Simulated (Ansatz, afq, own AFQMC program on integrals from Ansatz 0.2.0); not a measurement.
AFQMC on a folder of integrals that Ansatz 0.2.0 wrote.

```yaml
crystal:
  periodic: [false, false, false]
  atoms:
    - {symbol: Si, position_ang: [0.000000, 0.000000, 0.885475]}
    - {symbol: N, position_ang: [0.000000, 0.000000, -1.480525]}
    - {symbol: H, position_ang: [0.000000, 0.834992, -2.049588]}
    - {symbol: H, position_ang: [0.000000, -0.834993, -2.049588]}
basis:
  gaussian: {orbitals: cc-pVDZ}
magnetization: {spin_polarized: false, initial_magnetization: 1}
correlation: {method: ccsd_t, electrons: outside_noble_gas, hamiltonian_folder: ham}
```

```sh
$ ansatz run in.yaml --threads 1 --pin off --events-out ev --progress --plain --max-ram 1382MiB
```

Options of the walk:

```
--method phaseless --trial hf --walkers 120 --populations 1 --least-time 40 --time-step 0.005 --steps-per-block 20 --equilibration-blocks 160 --max-blocks 600 --target-error 0.002400 --factor-cut 1e-05 --start spin_pure --seed 936 --taylor-order 6
```

Times are imaginary, in 1/Eh. The walk had a cap of 1172 s.

afq prints:

```
orbitals 36  electrons 6 5  factors 263 of 409
reference energy -344.42037750 Eh
CCSD correlation -0.27956745 Eh in 16 cycles, weight of the determinant in the CISD state 0.8073
energy of the start -344.420377 Eh
 block  time / (1/Eh)  mean weight  energy / Eh
     1     0.100  1.0016  -344.484169
     2     0.200  1.0027  -344.528357
     3     0.300  1.0021  -344.567474
     4     0.400  1.0033  -344.607301
     5     0.500  1.0024  -344.625276
     7     0.700  1.0024  -344.662075
     9     0.900  1.0005  -344.653544
    20     2.000  1.0003  -344.689970
    58     5.800  1.0002  -344.714659
    96     9.600  1.0005  -344.691217
   134    13.400  0.9990  -344.704049
   172    17.200  0.9996  -344.707503
   210    21.000  1.0016  -344.800188
   248    24.800  0.9987  -344.744098
   286    28.600  0.9994  -344.739923
   324    32.400  0.9993  -344.708294
   362    36.200  0.9978  -344.690443
   400    40.000  0.9986  -344.755821
   438    43.800  1.0006  -344.692058
   476    47.600  0.9992  -344.715367
   514    51.400  0.9993  -344.738520
   552    55.200  1.0003  -344.678004
   571    57.100  1.0008  -344.677372
   590    59.000  1.0004  -344.763602
   628    62.800  1.0010  -344.738772
   666    66.600  1.0011  -344.679071
   704    70.400  1.0012  -344.733323
   742    74.200  0.9992  -344.704263
blocks merged  error / Eh  count
     1  0.001554  600
     2  0.002075  300
     4  0.002657  150
     8  0.003302  75
    16  0.003874  37
    32  0.003844  18
    64  0.003152  9
energy -344.727663 +/- 0.003874 Eh
(rows thinned)
```

The run passed its tests (sampling time, drift between the halves within three errors, error under three times the target), which doesn't prove that it has relaxed.

Against this walk (error 105.4 meV) on the same determinant: CCSD(T) 376.6 meV higher, CCSDT(Q) 279.9 meV higher, a separate phaseless walk with a CISD trial and standard settings 356.3 ± 108.3 meV higher. The error is statistical and leaves out the bias of the constraint. None of these is a sure reference here.

Cautions: constraint bias not in the error; error above the target (105.4 against 65.3 meV); higher spins were not checked; a spin-contaminated unrestricted determinant lies lower (UHF 685 meV lower, ⟨S²⟩ 1.69); strong correlation (T1 0.060, weight of the determinant 0.81, largest double 0.09); CCSDT(Q) on the UHF determinant differs (29 meV lower), by its state or its frozen core; the bias of populations of 120 walkers isn't removed.

The walk took 2.8 min on 1 thread of Intel(R) Xeon(R) 6975P-C (Granite Rapids), on a shared host. The log's last line is the phaseless energy.

CCSDT and higher add their correlation energy to the determinant of the CCSD(T) run, since their own runs factorise the integrals more tightly (a shift of under 2 meV). A walk keeps the symmetry of its determinant, which the program's search chose and which needn't be the lowest solution, so a lower state of the same spin and another symmetry isn't excluded.
